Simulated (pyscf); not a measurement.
PySCF, gas phase, ωB97X-D3(BJ)/def2-SVP geometries.

PBE/def2-TZVP puts the barrier of O=Ta(=O)–Cl + water (H₂O) → O=Ta(OH)(OH)–Cl (addition across a multiple bond or ene-type step; singlet surface; H–O broken, H–O, O–Ta formed) at -123.9 kJ/mol and the reaction energy at -332.1 kJ/mol, from the separated reactants. What do PBE0-D3(BJ)/def2-TZVP, M06-2X/def2-TZVP, ωB97M-D3(BJ)/def2-TZVP give on the same structures?

PBE0-D3(BJ): ΔE‡ = -132.5 kJ/mol, ΔE = -358.0 kJ/mol; M06-2X: ΔE‡ = -136.7 kJ/mol, ΔE = -372.7 kJ/mol; ωB97M-D3(BJ): ΔE‡ = -127.7 kJ/mol, ΔE = -362.5 kJ/mol. PBE's barrier lies over all of them, by 3.7 to 12.8 kJ/mol. Its reaction energy lies over all of them, by 25.9 to 40.6 kJ/mol. On the reactant side the descent ends in an adduct with a O–Ta contact, 191.9 kJ/mol under the separated species and 53.1 kJ/mol under the saddle at ωB97X-D3(BJ)/def2-TZVP. At PBE, PBE0-D3(BJ), M06-2X, ωB97M-D3(BJ) the saddle lies under the separated reactants, which points to a path from their complex (located at ωB97X-D3(BJ) alone). What is counted as formed (O–Ta) is already present as a longer contact in the reactant adduct; forming that adduct is a step of its own. At the saddle there is also a short H–Ta contact that neither side keeps. At ωB97X-D3(BJ)/def2-TZVP the barrier from the zero used here is -138.7 kJ/mol. This is the saddle that the search found; another between the same sides may lie lower. Elements past Kr carry the def2 core potentials, without spin-orbit coupling.
